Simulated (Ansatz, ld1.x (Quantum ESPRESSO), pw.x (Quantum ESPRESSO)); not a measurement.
## Equation-of-state test of one PAW potential (nickel)

ld1.x (Quantum ESPRESSO) 7.5 input, shortened:

```
&input
   title='Ni', zed=28., rel=1, dft='PBESOL', iswitch=3,
   config='[Ar] 3d8 4s2 4p0 4f-2'
 /
 &inputp
   pseudotype=3, lpaw=.true., tm=.true., lloc=-1, rcloc=1.00,
   nlcc=.true., new_core_ps=.true., rcore=1.00,
   which_augfun='PSQ', rmatch_augfun=1.10
 /
8
3S  1  0   2.00   0.00  1.00  1.15  0.0
4S  2  0   2.00   0.00  1.00  1.15  0.0
3P  2  1   6.00   0.00  1.40  1.50  0.0
4P  3  1   0.00   0.00  1.40  1.50  0.0
3D  3  2   8.00   0.00  1.15  1.50  0.0
3D  3  2   0.00  -0.10  1.15  1.50  0.0
4F  4  3  -2.00   0.30  1.15  1.30  0.0
4F  4  3  -2.00   0.90  1.15  1.30  0.0
 &test
   configts(1)='3s2 3p6 3d8 4s2 4p0'
 /
```

Crystal test: fcc Ni in pw.x 7.5, no spin, 16³ k-points, Fermi–Dirac smearing 0.01 Ry, cutoffs 110/880 Ry. The lattice is a test structure that the element need not adopt, and mesh and smearing are coarse. Spin polarisation and strong correlation are left out, which matters for this element.

pw.x input:

```
&control
  calculation='scf', prefix='x', pseudo_dir='./', outdir='./tmp', tstress=.true., disk_io='none'
/
&system
  ibrav=0, nat=1, ntyp=1, ecutwfc=110, ecutrho=880, nbnd=17,
  occupations='smearing', smearing='fd', degauss=0.01
/
&electrons
  conv_thr=1e-09, mixing_beta=0.4, electron_maxstep=70
/
ATOMIC_SPECIES
Ni 1.0 Ni.UPF
CELL_PARAMETERS angstrom
  0.00000000 1.73286682 1.73286682
  1.73286682 0.00000000 1.73286682
  1.73286682 1.73286682 0.00000000
ATOMIC_POSITIONS crystal
Ni 0.0000 0.0000 0.0000
K_POINTS automatic
16 16 16 0 0 0
```

```bash
pw.x < Ni.scf.in > Ni.scf.out
```

Question: How does the run end?

Answer: Failed (cdiaghg: S matrix not positive definite). The atomic test gives a lowest overlap eigenvalue of -3.47 in the p channel. The ghost test of this file was not conclusive. Its overlap operator is not positive definite. The log shows:

```
Message from routine setup:
     using ibrav=0 with symmetry is DISCOURAGED, use correct ibrav instead
     lattice parameter (alat)  =       4.6310  a.u.
     unit-cell volume          =      70.2299 (a.u.)^3
     number of electrons       =        18.00
     number of Kohn-Sham states=           17
     kinetic-energy cutoff     =     110.0000  Ry
     charge density cutoff     =     880.0000  Ry
     scf convergence threshold =      1.0E-09
     Exchange-correlation= SLA  PW   PSX  PSC
     number of k points=   145  Fermi-Dirac smearing, width (Ry)=  0.0100
     iteration #  1     ecut=   110.00 Ry     beta= 0.40
     Error in routine cdiaghg (53):
     S matrix not positive definite
```
